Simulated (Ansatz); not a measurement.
# CH6B radical (built from SMILES B.[CH3]): a barrier at many levels of theory

Aim: the barrier and energy of one elementary step (H1–C3 formed, H1–B2 broken, B2–C3 broken) from LDA up to coupled cluster, on fixed structures, to see where each rung fails.

Computed with Ansatz 0.2.0, Gaussian basis. Level: single points in def2-TZVPP on PBE0-D4/def2-TZVP structures.

Levels: SPW92, PBE-D4, BLYP-D4, r2SCAN-D4, B97M-V, PBE0-D4, B3LYP-D4, r2SCAN0-D4, BHLYP-D4, CAM-B3LYP-D4, wB97X-V, wB97M-V, B2PLYP, PBE-QIDH, RPA on PBE, Hartree-Fock, MP2, CCSD, CCSD(T). The reference is CCSD(T) at the basis limit, from triple and quadruple zeta. Zero-point energies come from PBE0-D4 vibrations.

Cores are frozen in the correlated methods. Orbitals are unrestricted. B3LYP uses VWN-RPA correlation. B2PLYP carries no dispersion term here.

23 further runs of the same task are left out: 23 set aside as unsound or not needed.

### Step 1. Start, saddle and end, as given

Charge 0, multiplicity 2. The folders r, ts and p hold the start, the saddle and the end; their coordinates stand in the first inputs.

| pair | r (Å) | ts (Å) | p (Å) |
| --- | --- | --- | --- |
| H1–C3 | 1.768 | 1.148 | 1.108 |
| H1–B2 | 1.270 | 1.493 | 1.850 |
| B2–C3 | 1.706 | 2.092 | 2.529 |

### Step 2. wB97M-V/def2-TZVPP

File r/in.yaml:

```yaml
crystal:
  periodic: [false, false, false]
  atoms:
    - {symbol: H, position_ang: [0.444549, 1.119411, -0.407486]}
    - {symbol: B, position_ang: [0.890647, 0.045730, 0.103303]}
    - {symbol: C, position_ang: [-0.800670, -0.089625, -0.072614]}
    - {symbol: H, position_ang: [1.264597, 0.186043, 1.230407]}
    - {symbol: H, position_ang: [1.525041, -0.610053, -0.669533]}
    - {symbol: H, position_ang: [-1.390371, 0.573343, 0.553406]}
    - {symbol: H, position_ang: [-1.162476, -0.120619, -1.095925]}
    - {symbol: H, position_ang: [-0.771313, -1.104232, 0.358542]}
basis:
  gaussian: {orbitals: def2-TZVPP}
magnetization: {spin_polarized: true, initial_magnetization: 1}
hamiltonian: {xc: {name: wB97M-V}}
```

File ts/in.yaml:

```yaml
crystal:
  periodic: [false, false, false]
  atoms:
    - {symbol: H, position_ang: [0.149913, 0.439464, -0.481242]}
    - {symbol: B, position_ang: [1.132568, -0.133563, 0.485424]}
    - {symbol: C, position_ang: [-0.846490, -0.047607, -0.186220]}
    - {symbol: H, position_ang: [1.353065, 0.900085, 1.032002]}
    - {symbol: H, position_ang: [1.745619, -0.737837, -0.336028]}
    - {symbol: H, position_ang: [-1.212226, 0.244524, 0.791767]}
    - {symbol: H, position_ang: [-1.439461, 0.454493, -0.960861]}
    - {symbol: H, position_ang: [-0.882987, -1.119559, -0.344743]}
basis:
  gaussian: {orbitals: def2-TZVPP}
magnetization: {spin_polarized: true, initial_magnetization: 1}
hamiltonian: {xc: {name: wB97M-V}}
```

File p/in.yaml:

```yaml
crystal:
  periodic: [false, false, false]
  atoms:
    - {symbol: H, position_ang: [0.043562, 0.386302, -0.481498]}
    - {symbol: B, position_ang: [1.393696, -0.192677, 0.643069]}
    - {symbol: C, position_ang: [-0.962745, -0.019562, -0.259211]}
    - {symbol: H, position_ang: [1.496310, 0.924961, 1.042870]}
    - {symbol: H, position_ang: [1.897666, -0.709415, -0.304924]}
    - {symbol: H, position_ang: [-1.275703, 0.248334, 0.746470]}
    - {symbol: H, position_ang: [-1.613638, 0.459977, -0.993390]}
    - {symbol: H, position_ang: [-0.979146, -1.097920, -0.393286]}
basis:
  gaussian: {orbitals: def2-TZVPP}
magnetization: {spin_polarized: true, initial_magnetization: 1}
hamiltonian: {xc: {name: wB97M-V}}
```

No record of the launch command was kept for these runs.

The runs that follow: CCSD(T)/def2-TZVPP; MP2/def2-QZVPP; Vibrations of the start structure; Vibrations of the end structure.

Before running it: what results should come out? Wanted: barrier, CCSD(T)/CBS; reverse barrier, CCSD(T)/CBS; step energy, CCSD(T)/CBS; barrier with zero-point energy; step energy with zero-point energy; imaginary mode at the saddle; largest T1 diagnostic.

**Answer**, as computed:

| quantity | value |
| --- | --- |
| barrier, CCSD(T)/CBS | 8.9 kcal/mol |
| reverse barrier, CCSD(T)/CBS | 2.8 kcal/mol |
| step energy, CCSD(T)/CBS | +6.1 kcal/mol |
| barrier with zero-point energy | 9.5 kcal/mol |
| step energy with zero-point energy | +6.2 kcal/mol |
| imaginary mode at the saddle | 206i cm⁻¹ |
| largest T1 diagnostic | 0.014 |

The functionals run from PBE-QIDH, off by +0.6 kcal/mol, to SPW92, off by +5.1 kcal/mol, against CCSD(T)/CBS. r2SCAN0-D4 is as near within the digits shown. Mean unsigned error by rung: LDA 5.1, GGA 2.5, meta-GGA 1.7, hybrid 1.3, range-separated hybrid 2.6, double hybrid 0.9 kcal/mol. PBE-D4 gives a barrier 2.5 kcal/mol too high, outside chemical accuracy (1 kcal/mol). Hartree-Fock, with no correlation, is off by -5.1 kcal/mol. Zero-point motion raises the barrier by 0.6 kcal/mol. The end structure keeps an imaginary mode: no true minimum.
